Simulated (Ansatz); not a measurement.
Two structures of AlNH6, singlet, reached by relaxing down either side of one saddle point (PBE0-D4/def2-TZVP). Energies are electronic, without zero-point energy. Program: Ansatz 0.2.0. Basis: def2-TZVPP and def2-QZVPP. Cores are frozen in the correlated methods. Extrapolation: Hartree–Fock as exp(−7.88 √X), correlation as X^−2.97. First:

```
8
angstrom
Al -0.7732 0.0369 -0.7391
H -0.0908 1.0512 -1.7762
H -0.8184 -1.5140 -1.1427
H -1.9695 0.6006 0.1672
H 0.8940 0.8868 1.0711
N 0.7156 -0.0343 0.6840
H 1.5837 -0.3783 0.2863
H 0.4585 -0.6492 1.4493
```

Second:

```
8
angstrom
Al -0.6782 -0.4778 -0.1706
H 0.0620 1.7118 -1.5437
H -0.4424 -1.2468 -1.5346
H -1.9901 0.3424 0.1667
H 0.5845 1.6501 -1.0092
N 0.5550 -0.6256 1.0894
H 1.4119 -1.1467 0.9982
H 0.4972 -0.2075 2.0037
```

(1) Which bonds change from the first to the second?

(2) Give the saddle point's structure and its height above each. (An estimate is asked for; the value comes from the calculation.)

The T1 diagnostic stays at or below 0.011.

Results:

(1) AlH₃ + NH₃ → AlNH₄ ([NH2][AlH2]) + H₂; bonds formed: H2–H5; dative contacts that become bonds: Al1–N6; bonds broken: Al1–H2, H5–N6.

(2) The calculation gives: 133.7 kJ/mol above the first and 95.8 kJ/mol above the second (CCSD(T) at an estimated basis limit (MP2 extrapolated from triple and quadruple zeta, plus CCSD(T) − MP2 in triple zeta)).
Al1  (-0.757, -0.216, -0.487)
H2  (0.192, 1.243, -0.987)
H3  (-0.587, -1.294, -1.636)
H4  (-2.143, 0.305, 0.077)
H5  (0.654, 0.841, -0.191)
N6  (0.664, -0.182, 0.774)
H7  (1.447, -0.818, 0.721)
H8  (0.530, 0.122, 1.728)
(Å)

The step is the kind of exchange with an N–H group that builds nitride films in atomic layer and chemical vapour deposition.

Labels in which every atom is bracketed show which atoms are joined, not bond orders.

For scale, one of the runs: CCSD(T)/def2-TZVPP, 157 basis functions, launched by `ansatz run in.yaml --threads 2 --pin off --events-out ev --progress --plain --max-ram 4352MiB`. Hardware: 2 CPU threads of an Intel Xeon 6975P-C, shared host. Wall time 5.5 s; peak host memory 1.2 GiB.
